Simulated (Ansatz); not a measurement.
Calculated with Ansatz (gas phase, PBE0-D4/def2-TZVP geometries, no zero-point term in ΔE). CCSD(T)/CBS is the MP2 limit (def2-TZVPP, def2-QZVPP) plus CCSD(T) − MP2 in def2-TZVPP, frozen cores. This one scheme is used for every species.

Reaction (ligand exchange at the Al–S bond): `[AlH2][S][SiH3]` + `BN` → `B[NH][AlH2]` + `[SiH3]S`

`[AlH2][S][SiH3]`:

```xyz
8

Al   -0.734   -1.544   -0.712
S    -1.412    0.209    0.392
Si    0.470    1.213    0.581
H     0.803   -1.655   -1.073
H    -1.823   -2.619   -1.098
H     0.208    2.468    1.326
H     1.041    1.540   -0.750
H     1.447    0.387    1.334
```

`BN`:

```xyz
6

B     0.407   -0.489   -0.249
N    -0.418    0.503    0.256
H     0.239   -0.867   -1.372
H     1.265   -0.942    0.452
H    -0.334    0.868    1.189
H    -1.158    0.928   -0.276
```

`B[NH][AlH2]`:

Cartesian coordinates in Å:
```
B -0.897 1.076 0.100
N 0.298 0.450 -0.287
Al 0.704 -1.273 0.055
H -1.101 2.230 -0.161
H -1.715 0.433 0.701
H 0.957 1.030 -0.789
H -0.349 -2.146 0.839
H 2.105 -1.800 -0.459
```

`[SiH3]S`:

Z-matrix (Å, degrees):
```
Si
S 1 2.137
H 1 1.485 2 111.6
H 1 1.485 2 111.6 3 -122.0
H 1 1.482 2 104.8 3 119.0
H 2 1.344 1 94.7 3 60.9
```

```
             level  ΔE (kJ/mol)
      MP2/def2-SVP         43.7
    MP2/def2-TZVPP         45.2
CCSD(T)/def2-TZVPP         42.9
      HF/CBS(def2)         37.9
```

Problem. What does CCSD(T)/CBS give? (An estimate is asked.)

Solution. Computed: +46.2 kJ/mol. The listed levels differ from it by -2.5, -1.0, -3.3, -8.3 kJ/mol.

Largest T1 diagnostic among the species: 0.012.

Leaving LDA and LC-ωPBE aside and taking each functional with its dispersion term where it has one, the values, not all of them listed here, spread over 12.1 kJ/mol, from CAM-B3LYP-D4 to HSE06-D4. At CCSD(T), def2-SVP lies −3.3 kJ/mol from the extrapolated value and def2-TZVPP −3.3 kJ/mol.
